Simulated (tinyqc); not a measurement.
Worked calculation: UHF in the sto-3g basis, for NH3, spin multiplicity 1. One step of it, computed by the program tinyqc.

Question. Orthogonalisation. S = U s U^T; symmetric (Loewdin) form X = U s^(-1/2) U^T, so that X^T S X = 1.

overlap S:
```
           1N 1s     1N 2s     1N 2px     1N 2py     1N 2pz      2H 1s      3H 1s      4H 1s
1N 1s   1.000000  0.235038   0.000000   0.000000   0.000000   0.043774   0.043830   0.043830
1N 2s   0.235038  1.000000   0.000000   0.000000   0.000000   0.421757   0.422071   0.422071
1N 2px  0.000000  0.000000   1.000000   0.000000   0.000000   0.368115  -0.184070  -0.184070
1N 2py  0.000000  0.000000   0.000000   1.000000   0.000000   0.000000   0.318985  -0.318985
1N 2pz  0.000000  0.000000   0.000000   0.000000   1.000000  -0.143137  -0.143282  -0.143282
2H 1s   0.043774  0.421757   0.368115   0.000000  -0.143137   1.000000   0.156548   0.156548
3H 1s   0.043830  0.422071  -0.184070   0.318985  -0.143282   0.156548   1.000000   0.156585
4H 1s   0.043830  0.422071  -0.184070  -0.318985  -0.143282   0.156548   0.156585   1.000000
```

Give: eigenvalues of S; X.

Answer.

eigenvalues of S: 0.3442  0.4639  0.4641  0.9189  1.0649  1.3793  1.3796  1.9852

X:
```
          1N 1s    1N 2s   1N 2px   1N 2py   1N 2pz    2H 1s    3H 1s    4H 1s
1N 1s    1.0246  -0.1476   0.0000   0.0000   0.0086   0.0210   0.0210   0.0210
1N 2s   -0.1476   1.2803  -0.0001   0.0000  -0.0859  -0.2548  -0.2552  -0.2552
1N 2px   0.0000  -0.0001   1.1069   0.0000   0.0000  -0.2479   0.1240   0.1240
1N 2py   0.0000   0.0000   0.0000   1.1071   0.0000   0.0000  -0.2149   0.2149
1N 2pz   0.0086  -0.0859   0.0000   0.0000   1.0285   0.0849   0.0850   0.0850
2H 1s    0.0210  -0.2548  -0.2479   0.0000   0.0849   1.1725  -0.0398  -0.0398
3H 1s    0.0210  -0.2552   0.1240  -0.2149   0.0850  -0.0398   1.1728  -0.0398
4H 1s    0.0210  -0.2552   0.1240   0.2149   0.0850  -0.0398  -0.0398   1.1728
```
